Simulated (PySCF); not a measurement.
Gas-phase reaction: AlCH3 + CH4 → AlH(CH3)2

Method: PySCF energies plus ideal-gas RRHO corrections (1 bar). † marks an energy on the PBE0/def2-TZVP geometry and frequencies; other levels use their own. CCSD(T) freezes the core. 6-31G* has spherical d functions here. All species are closed-shell singlets. B3LYP is the form with VWN-RPA correlation. Methyl groups turn as free rotors in AlH(CH3)2. AlCH3, AlH(CH3)2: computed as isolated molecules; such fragments, hydroxides, amides, oligomers or adducts are transient or little studied in the gas. CCSD(T) isn't extrapolated to the basis-set limit; its ΔH°(298 K) is -87.6 kJ in def2-SVP and -98.3 kJ in def2-TZVPP. The harmonic model lacks anharmonicity and excited electronic states, which grow with temperature; levels with a mode under 35 cm⁻¹ are left out.

```
level                ΔE electronic, kJ  ΔH°(298 K), kJ  ΔS°(298 K), J/K  ΔG°(2500 K), kJ
-------------------  -----------------  --------------  ---------------  ---------------
B3LYP/6-31G*                       -77             -85             -115              173
B3LYP/def2-TZVP†                   -84             -92             -115              166
BLYP/def2-TZVP†                    -74             -82             -115              176
CCSD(T)/def2-SVP†                  -80             -88             -115              170
CCSD(T)/def2-TZVPP†                -90             -98             -115              160
M06-2X/def2-TZVP†                  -92            -100             -115              158
PBE/def2-SVP                       -97            -104             -115              154
PBE/def2-TZVP†                     -91             -99             -115              159
PBE0/def2-QZVP†                    -99            -107             -115              151
PBE0/def2-TZVP                     -98            -106             -115              152
r2SCAN/def2-TZVP†                 -113            -121             -115              137
```
ΔH° is lowest at r2SCAN/def2-TZVP† and highest at BLYP/def2-TZVP†. No reference value is set beside these.
